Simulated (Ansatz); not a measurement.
CO beside Si2H6: one fragment in the basis of the whole pair (the partner's atoms are ghosts).

in.yaml

```yaml
crystal:
  periodic: [false, false, false]
  atoms:
    - {symbol: C, position_ang: [-0.361024, -0.346987, -3.759239]}
    - {symbol: O, position_ang: [0.484938, -0.158949, -4.473989]}
basis:
  gaussian:
    orbitals: "def2-TZVPPD.json"
    ghost_atoms:
      - {symbol: Si, position_ang: [-0.243158, -0.074704, -0.111057]}
      - {symbol: Si, position_ang: [0.208785, 0.200137, 2.167666]}
      - {symbol: H, position_ang: [-0.002931, 1.201580, -0.837150]}
      - {symbol: H, position_ang: [0.645717, -1.120399, -0.685731]}
      - {symbol: H, position_ang: [-1.657968, -0.483147, -0.313698]}
      - {symbol: H, position_ang: [-0.674178, 1.248185, 2.746835]}
      - {symbol: H, position_ang: [1.625196, 0.608887, 2.368141]}
      - {symbol: H, position_ang: [-0.025278, -1.074606, 2.898221]}
hamiltonian: {xc: {name: B97M-V}}
```

The basis file named in the input lies beside it (Basis Set Exchange, JSON).

Command:

```bash
ansatz run in.yaml --threads 4 --pin off --events-out ev --progress --plain --max-ram 9574MiB
```

The run's output (Ansatz 0.2.0):

```
Functional definition: B97M-V
  name "B97M-V"
  cite "Mardirossian & Head-Gordon, J. Chem. Phys. 142, 074111 (2015) doi:10.1063/1.4907719"
  cite "Becke, J. Chem. Phys. 107, 8554 (1997) doi:10.1063/1.475007"
  cite "Vydrov & Van Voorhis, J. Chem. Phys. 133, 244103 (2010) doi:10.1063/1.3521275"
  # Of w^i u^j: cxij and so on, Table III.
  parameter cx00 = 1.000
  parameter cx01 = 1.308
  parameter cx02 = 1.901
  parameter cx10 = 0.416
  parameter cx11 = 3.070
  parameter css00 = 1.000
  parameter css02 = -1.855
  parameter css10 = -5.668
  parameter css32 = -20.497
  parameter css42 = -20.364
  parameter cos00 = 1.000
  parameter cos01 = 1.573
  parameter cos03 = -6.298
  parameter cos10 = 2.535
  parameter cos32 = -6.427
  parameter b = 6.0
  parameter c = 0.01
  gx(w, u) = cx00 + cx01*u + cx02*u^2 + (cx10 + cx11*u)*w
  gss(w, u) = css00 + css02*u^2 + css10*w + (css32*w^3 + css42*w^4)*u^2
  gos(w, u) = cos00 + cos01*u + cos03*u^3 + cos10*w + cos32*w^3*u^2
  exchange = spin_sum(e_x_unif_s*gx(b97_w, b97_u_x))
  correlation = spin_sum(e_c_pw_mod_same_spin*gss(b97_w, b97_u_same))
      + integral(e_c_pw_mod_opposite_spin*gos(b97_w_opposite, b97_u_opposite)) + vv10(b, c)
1274 factors; their error is unknown
mean field evaluation 1: about -3082.2552 eV, gradient 3.5e1 eV
mean field evaluation 2: about -3076.3412 eV, gradient 6.7e1 eV
mean field evaluation 4: about -3084.1391 eV, gradient 9.3e-1 eV
mean field evaluation 8: about -3084.1394 eV, gradient 1.0e-1 eV
mean field -3084.13943225 eV, -113.3400336305 hartree, gradient 6.5e-5 eV, S^2 0.000000; 0 other end points of the search recorded, 0 dependent functions left out
reference -3084.13948388 eV, -113.3400355277 hartree; 7, 7 occupied and 268, 268 virtual orbitals, 1274 factors
Total energy: -3084.13948388 eV, -113.3400355277 hartree
```

The lines “mean field evaluation” count trial sets of orbitals through the whole run, from several starts and some on an approximate energy, so they need not fall steadily or lie above the final value.

Hardware: 4 CPU threads of an Arm Neoverse V1, shared host. Wall time about 4.1 s.
